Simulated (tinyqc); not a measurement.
UHF in the sto-3g basis, for H2O, spin multiplicity 3, step by step. One step of it, computed by the program tinyqc.

Question. Iteration 1: diagonalisation and new density. Diagonalise F' = X^T F X, C = X C', fill 6 alpha and 4 beta electrons from the bottom; D(s) = C_occ C_occ^T. Each column has its largest component positive (the first on a tie).

F(alpha) (hartree):
```
             1O 1s      1O 2s     1O 2px     1O 2py     1O 2pz      2H 1s      3H 1s
1O 1s   -21.340229  -5.358309   0.000000   0.000000  -0.007430  -0.647887  -0.647887
1O 2s    -5.358309  -2.775519   0.000000   0.000000  -0.073885  -0.771040  -0.771040
1O 2px    0.000000   0.000000  -0.410552   0.000000   0.000000   0.000000   0.000000
1O 2py    0.000000   0.000000   0.000000  -0.466612   0.000000  -0.291357   0.291357
1O 2pz   -0.007430  -0.073885   0.000000   0.000000  -0.458865  -0.296973  -0.296973
2H 1s    -0.647887  -0.771040   0.000000  -0.291357  -0.296973  -0.406641  -0.271255
3H 1s    -0.647887  -0.771040   0.000000   0.291357  -0.296973  -0.271255  -0.406641
```

F(beta) (hartree):
```
             1O 1s      1O 2s     1O 2px     1O 2py     1O 2pz      2H 1s      3H 1s
1O 1s   -19.358652  -5.024888   0.000000   0.000000  -0.005638  -0.604030  -0.604030
1O 2s    -5.024888  -2.248927   0.000000   0.000000  -0.056502  -0.604351  -0.604351
1O 2px    0.000000   0.000000  -0.072333   0.000000   0.000000   0.000000   0.000000
1O 2py    0.000000   0.000000   0.000000  -0.117503   0.000000  -0.209003   0.209003
1O 2pz   -0.005638  -0.056502   0.000000   0.000000  -0.111004  -0.213142  -0.213142
2H 1s    -0.604030  -0.604351   0.000000  -0.209003  -0.213142  -0.184346  -0.204229
3H 1s    -0.604030  -0.604351   0.000000   0.209003  -0.213142  -0.204229  -0.184346
```

X:
```
            1O 1s      1O 2s    1O 2px     1O 2py     1O 2pz      2H 1s      3H 1s
1O 1s    1.023111  -0.131936  0.000000   0.000000  -0.005640   0.015715   0.015715
1O 2s   -0.131936   1.103663  0.000000   0.000000   0.050069  -0.167667  -0.167667
1O 2px   0.000000   0.000000  1.000000   0.000000   0.000000   0.000000   0.000000
1O 2py   0.000000   0.000000  0.000000   1.041968   0.000000  -0.129004   0.129004
1O 2pz  -0.005640   0.050069  0.000000   0.000000   1.030668  -0.103117  -0.103117
2H 1s    0.015715  -0.167667  0.000000  -0.129004  -0.103117   1.082298  -0.056711
3H 1s    0.015715  -0.167667  0.000000   0.129004  -0.103117  -0.056711   1.082298
```

Give: F' = X^T F X; orbital energies; coefficients C; F' = X^T F X; orbital energies; coefficients C; D(alpha) after iteration 1; D(beta) after iteration 1.

Answer.

F' = X^T F X (alpha) (hartree):
```
         1       2       3       4       5       6       7
1  -20.975  -2.692   0.000   0.000  -0.025  -0.055  -0.055
2   -2.692  -1.716   0.000   0.000   0.044  -0.376  -0.376
3    0.000   0.000  -0.411   0.000   0.000   0.000   0.000
4    0.000   0.000   0.000  -0.354   0.000  -0.273   0.273
5   -0.025   0.044   0.000   0.000  -0.373  -0.231  -0.231
6   -0.055  -0.376   0.000  -0.273  -0.231  -0.122  -0.102
7   -0.055  -0.376   0.000   0.273  -0.231  -0.102  -0.122
```

orbital energies (alpha) (hartree): MO1 -21.345, MO2 -1.553, MO3 -0.608, MO4 -0.560, MO5 -0.411, MO6 0.170, MO7 0.233

coefficients C (alpha):
```
           MO1     MO2     MO3     MO4    MO5     MO6     MO7
1O 1s    0.996  -0.244   0.000   0.068  0.000   0.094   0.000
1O 2s    0.018   0.942   0.000  -0.338  0.000  -0.541   0.000
1O 2px   0.000   0.000   0.000   0.000  1.000   0.000   0.000
1O 2py   0.000   0.000   0.771   0.000  0.000   0.000  -0.724
1O 2pz   0.001   0.061   0.000   0.804  0.000  -0.660   0.000
2H 1s   -0.002   0.110   0.334   0.282  0.000   0.688   0.744
3H 1s   -0.002   0.110  -0.334   0.282  0.000   0.688  -0.744
```

F' = X^T F X (beta) (hartree):
```
         1       2       3       4       5       6       7
1  -18.980  -2.657   0.000   0.000  -0.028  -0.042  -0.042
2   -2.657  -1.240   0.000   0.000   0.049  -0.319  -0.319
3    0.000   0.000  -0.072   0.000   0.000   0.000   0.000
4    0.000   0.000   0.000  -0.015   0.000  -0.242   0.242
5   -0.028   0.049   0.000   0.000  -0.034  -0.202  -0.202
6   -0.042  -0.319   0.000  -0.242  -0.202   0.057  -0.088
7   -0.042  -0.319   0.000   0.242  -0.202  -0.088   0.057
```

orbital energies (beta) (hartree): MO1 -19.371, MO2 -1.045, MO3 -0.286, MO4 -0.232, MO5 -0.072, MO6 0.362, MO7 0.417

coefficients C (beta):
```
           MO1     MO2     MO3     MO4    MO5     MO6     MO7
1O 1s    0.993  -0.248   0.000   0.084  0.000  -0.099   0.000
1O 2s    0.028   0.916   0.000  -0.405  0.000   0.540   0.000
1O 2px   0.000   0.000   0.000   0.000  1.000   0.000   0.000
1O 2py   0.000   0.000   0.703   0.000  0.000   0.000   0.791
1O 2pz   0.002   0.057   0.000   0.745  0.000   0.726   0.000
2H 1s   -0.004   0.139   0.400   0.335  0.000  -0.658  -0.711
3H 1s   -0.004   0.139  -0.400   0.335  0.000  -0.658   0.711
```

D(alpha) after iteration 1:
```
         1O 1s   1O 2s  1O 2px  1O 2py  1O 2pz   2H 1s   3H 1s
1O 1s    1.065  -0.286   0.000   0.000  -0.021   0.055   0.055
1O 2s   -0.286   1.294   0.000   0.000   0.142  -0.364  -0.364
1O 2px   0.000   0.000   1.000   0.000   0.000   0.000   0.000
1O 2py   0.000   0.000   0.000   0.594   0.000   0.258  -0.258
1O 2pz  -0.021   0.142   0.000   0.000   1.086  -0.221  -0.221
2H 1s    0.055  -0.364   0.000   0.258  -0.221   0.677   0.453
3H 1s    0.055  -0.364   0.000  -0.258  -0.221   0.453   0.677
```

D(beta) after iteration 1:
```
         1O 1s   1O 2s  1O 2px  1O 2py  1O 2pz   2H 1s   3H 1s
1O 1s    1.055  -0.233   0.000   0.000   0.051  -0.010  -0.010
1O 2s   -0.233   1.003   0.000   0.000  -0.250  -0.009  -0.009
1O 2px   0.000   0.000   0.000   0.000   0.000   0.000   0.000
1O 2py   0.000   0.000   0.000   0.494   0.000   0.281  -0.281
1O 2pz   0.051  -0.250   0.000   0.000   0.559   0.258   0.258
2H 1s   -0.010  -0.009   0.000   0.281   0.258   0.291  -0.028
3H 1s   -0.010  -0.009   0.000  -0.281   0.258  -0.028   0.291
```
